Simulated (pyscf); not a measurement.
`[OH][Si]([OH])([OH])[F]` + `[OH][SiH3]` → `[OH][SiH2][O][Si]([OH])([OH])[F]` + `[H][H]`, a four-centre exchange (singlet surface; H–O, H–Si broken, O–Si, H–H formed). Structures and frequencies: ωB97X-D3(BJ)/def2-SVP in PySCF. Energies in eV from the separated reactants.

Small-basis levels: PySCF, no dispersion term, spherical d functions. AM1 to PM7: differences of heats of formation from MOPAC, which are fitted to 298 K values and so differ in kind from electronic energies by zero-point and thermal terms. Cost: rough CPU time at the saddle relative to B3LYP/6-31G*, from one job on a shared machine.

| level | barrier | reaction energy | cost |
|---|---|---|---|
| HF/3-21G | ___ | -1.77 | 0.08 |
| MP2/6-31G* | 1.45 | -1.52 | 0.2 |
| BP86/6-31G* | 1.08 | -1.23 | 2 |
| B3LYP/3-21G | 0.56 | -1.78 | 0.6 |
| M06-2X/6-31G* | 1.25 | -1.44 | 2 |
| B3LYP/def2-SVP | 1.21 | -1.09 | 1 |
| PM6 | ___ | -2.49 | under 0.02 |
| ωB97M-D3(BJ)/def2-TZVP | ___ | -1.19 | – |

**Question.** Fill in the missing entries.

**Answer.** 
- HF/3-21G, barrier: 1.43
- PM6, barrier: -0.06
- ωB97M-D3(BJ)/def2-TZVP, barrier: 1.29

Against the last row the barrier runs from -1.35 (PM6) to +0.16 eV (MP2/6-31G*). At PM6 this geometry lies under one side, so the entry may be no barrier of that level: it is a single point on another level's saddle. ωB97M-D3(BJ)/def2-TZVP has limits of its own. On the reactant side the descent ends in a complex, 0.31 eV under the separated species and 1.59 eV under the saddle at ωB97X-D3(BJ)/def2-TZVP. This is the saddle that the search found; another between the same sides may lie lower.
